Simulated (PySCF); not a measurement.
Compound: C4H6NO (charge -1).
Structure used (PBE0-D3(BJ)/def2-SVP), in Å, numbered top down from 1:
```xyz
12
C4H6NO angstrom
C     -1.3443    0.5518   -0.2530
C     -0.7113   -0.7692    0.2583
O     -1.2247   -1.8499   -0.2242
C      0.8782   -0.7036   -0.1003
C      1.6510    0.3878    0.4459
N      2.1953    1.2979    0.9278
H     -1.2748    0.5768   -1.3558
H     -2.4166    0.5397    0.0041
H     -0.8843    1.4673    0.1635
H     -0.6917   -0.6557    1.4043
H      0.9356   -0.7037   -1.2015
H      1.2755   -1.6666    0.2537
```

Jobs on this species (12 atoms, 46 electrons) with PySCF (density fitting). Hardware of each: an x86-64 server with one thread, on a shared host. The host was shared with other jobs, so the times are rough.

| level and settings | work | basis functions | SCF cycles | wall time |
| --- | --- | --- | --- | --- |
| PBE0/pcSseg-1, IEF-PCM tetrahydrofuran | shieldings, charges and field gradients | 132 | ? | ? |
| PBE0-D3(BJ)/def2-SVP, grid level 1 | geometry optimisation from a GFN2-xTB start | 114 | ? | ? |
| CAM-B3LYP/def2-SVPD, IEF-PCM tetrahydrofuran | 6 singlets by full TDDFT, polarisability | 171 | ? | ? |
| CAM-B3LYP/def2-SVPD | 6 singlets by full TDDFT, polarisability, dynamic polarisability | 171 | 15 | 35 s |
| CAM-B3LYP/def2-SVPD, IEF-PCM water | 6 singlets by full TDDFT, polarisability | 171 | 13 | 15 s |
| PBE0/pcSseg-1, IEF-PCM water | shieldings | 132 | 15 | 8.5 s |

Fill in the missing figures.

- PBE0/pcSseg-1, IEF-PCM tetrahydrofuran; shieldings, charges and field gradients: 9.4 s, 15 SCF cycles
- PBE0-D3(BJ)/def2-SVP, grid level 1; geometry optimisation from a GFN2-xTB start: 29 s, 65 SCF cycles
- CAM-B3LYP/def2-SVPD, IEF-PCM tetrahydrofuran; 6 singlets by full TDDFT, polarisability: 19 s, 13 SCF cycles

What do all jobs in the table cost together?

About 1.9 min; the longest takes about 30 % of that, and about 4.1 times as long as the shortest.
